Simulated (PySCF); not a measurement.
C5H9S (doublet state).
Structure used (GFN2-xTB), in Å, numbered top down from 1:
```xyz
15
C5H9S angstrom
C      1.6351    1.3397   -0.0730
C      1.2634    0.3107    0.6661
C      0.7356   -0.9845    0.0998
C     -0.7095   -1.0986    0.4241
C     -1.7255   -0.6047   -0.4592
S     -2.1957    1.2163   -0.0171
H      1.9804    2.2610    0.3654
H      1.6267    1.2991   -1.1508
H      1.2735    0.3711    1.7455
H      0.8874   -0.9978   -0.9813
H      1.2846   -1.8157    0.5516
H     -0.9820   -1.3270    1.4427
H     -1.4279   -0.5578   -1.5037
H     -2.6916   -1.0903   -0.3427
H     -0.9589    1.6866   -0.1561
```

The hyperfine couplings belong to this conformer and change with its torsions.

As a line formula: `C=CC[CH]CS` [radical].

Level of theory: UKS B3LYP, pcH-1 on C H S, non-relativistic, mean-field spin-orbit, GIAO (PySCF 2.14.0). The structure is a single GFN2-xTB conformer in the gas phase; no vibrational or solvent corrections. The geometry wasn't refined by DFT: couplings that depend on bond lengths, twists or pyramidal angles can differ widely from those at the functional's own minimum. Stability of the SCF solution: not tested.

Question: Match the computed a_iso(13C) values +87.2, +66.6, -25.6, -21.3, +3.3 MHz with the sites C1; C2; C3; C4; C5.

Answer: 
```json
{"site": "C1", "a_iso (MHz)": "+3.3", "ρ(0) (bohr⁻³)": "+0.0030", "position": "3 bonds from C4", "distance from C4 (Å)": "3.42", "spin population": "+0.03", "largest |T| (MHz)": "4.2"}
{"site": "C2", "a_iso (MHz)": "+66.6", "ρ(0) (bohr⁻³)": "+0.0592", "position": "2 bonds from C4", "distance from C4 (Å)": "2.44", "spin population": "+0.03", "largest |T| (MHz)": "10.4"}
{"site": "C3", "a_iso (MHz)": "-25.6", "ρ(0) (bohr⁻³)": "-0.0228", "position": "1 bond from C4", "distance from C4 (Å)": "1.49", "spin population": "-0.06", "largest |T| (MHz)": "2.3"}
{"site": "C4", "a_iso (MHz)": "+87.2", "ρ(0) (bohr⁻³)": "+0.0776", "position": "largest spin population", "distance from C4 (Å)": "0.00", "spin population": "+0.91", "largest |T| (MHz)": "147.4"}
{"site": "C5", "a_iso (MHz)": "-21.3", "ρ(0) (bohr⁻³)": "-0.0189", "position": "1 bond from C4", "distance from C4 (Å)": "1.43", "spin population": "-0.10", "largest |T| (MHz)": "7.2"}
```

ρ(0) is the spin density at the nucleus and T the dipolar tensor; a_iso includes a spin–orbit part; entries for several nuclei are means. The largest Mulliken spin populations are on C4 (+0.91), S6 (+0.19), C5 (-0.10) and C3 (-0.06). The positive populations add up to 1.21 and the negative ones to -0.21, together 2S = 1. The angles at C4 add up to 358.2°, so it is nearly planar; its axial dipolar tensor and the negative coupling of its proton fit spin in a p orbital normal to that plane.

Means are taken over nuclei equivalent by connectivity, which assumes that they swap fast. The 1H value of +31.2 MHz is a mean of couplings from 9.9 to 52.6 MHz in this one geometry, not an average over conformers. The 1H value of +32.1 MHz is a mean of couplings from 14.1 to 50.1 MHz in this one geometry, not an average over conformers.

On Arm Neoverse V2, one thread, shared host, this took 61 s wall (with the writing of density and orbital grids) and 0.91 GiB of memory at its peak.
